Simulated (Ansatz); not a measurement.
# C2H4 (singlet): from Hartree-Fock to the top rungs at a displaced geometry (v2), cc-pVDZ

How much of the correlation energy of C2H4 (singlet) does each wave-function method recover here?

The runs use Ansatz 0.2.0, Gaussian basis; cc-pVDZ, core rule «outside noble gas», up to 2 orbitals frozen.

Plan: UHF; CCSD(T) on RHF; BCCD(T) on RHF; CISD; CCSDT(Q) on RHF; CASSCF and MRCISD+Q, 8 electrons in 8 orbitals; CASSCF and NEVPT2, 8 electrons in 8 orbitals.

9 further runs of the same task are left out: 1 for a mislabelled method, 4 that didn't finish, 4 set aside as unsound or not needed.

## Step 1: What is computed

The geometry is a PBE0/def2-TZVP stationary point (not a proven minimum) with its atoms shifted at random (size 0.100 Å).

6 atoms, charge 0, spin multiplicity 1.

Atoms are counted from 1 here; the program's logs count them from 0.

Bond lengths: C1–C2 1.322 Å, C1–H3 1.070 Å, C1–H4 1.164 Å, C2–H5 1.053 Å, C2–H6 1.212 Å. Angles: C2–C1–H3 121.0°, C2–C1–H4 120.6°, H3–C1–H4 116.8°, C1–C2–H5 128.5°, C1–C2–H6 120.1°, H5–C2–H6 107.7°.

## Step 2: UHF

The input, in.yaml:

```yaml
crystal:
  periodic: [false, false, false]
  atoms:
    - {symbol: C, position_ang: [0.076923, 0.006476, 0.660782]}
    - {symbol: C, position_ang: [-0.087951, 0.014849, -0.650600]}
    - {symbol: H, position_ang: [-0.011331, 0.905606, 1.233682]}
    - {symbol: H, position_ang: [0.071778, -0.996024, 1.251896]}
    - {symbol: H, position_ang: [-0.031281, 0.831203, -1.312936]}
    - {symbol: H, position_ang: [0.102249, -0.994894, -1.293969]}
basis:
  gaussian: {orbitals: cc-pVDZ}
magnetization: {spin_polarized: true, initial_magnetization: 0}
hamiltonian: {xc: hf}
output: {orbitals: {seedname: orbitals}}
```

Launch:

```console
> ansatz run in.yaml --threads 1 --pin off --events-out ev --progress --plain --max-ram 2176MiB
```

Further steps of the session: CCSD(T) on RHF; BCCD(T) on RHF; CISD; CCSDT(Q) on RHF; CASSCF and MRCISD+Q, 8 electrons in 8 orbitals; CASSCF and NEVPT2, 8 electrons in 8 orbitals.

Before running them: what should the planned runs give, taken together? Wanted: RCCSDT(Q) below the RHF energy; RMP2 from RCCSDT(Q); RCCSD from RCCSDT(Q); RCCSD(T) from RCCSDT(Q); MRCISD+Q frontier from RCCSDT(Q); T1 diagnostic.

As calculated:

| quantity | value |
| --- | --- |
| RCCSDT(Q) below the RHF energy | -8.7044 eV |
| RMP2 from RCCSDT(Q) | +26.53 kcal/mol |
| RCCSD from RCCSDT(Q) | +7.21 kcal/mol |
| RCCSD(T) from RCCSDT(Q) | +0.82 kcal/mol |
| MRCISD+Q frontier from RCCSDT(Q) | +0.77 kcal/mol |
| levels within 1 kcal/mol (43 meV) | RCCSD(T), BCCD(T), RCCSDT, MRCISD+Q frontier |
| T1 diagnostic | 0.010 |

RCCSD(T) lands +0.82 kcal/mol from the yardstick (0.4 % of the correlation energy). These misses are within one basis, not against nature.
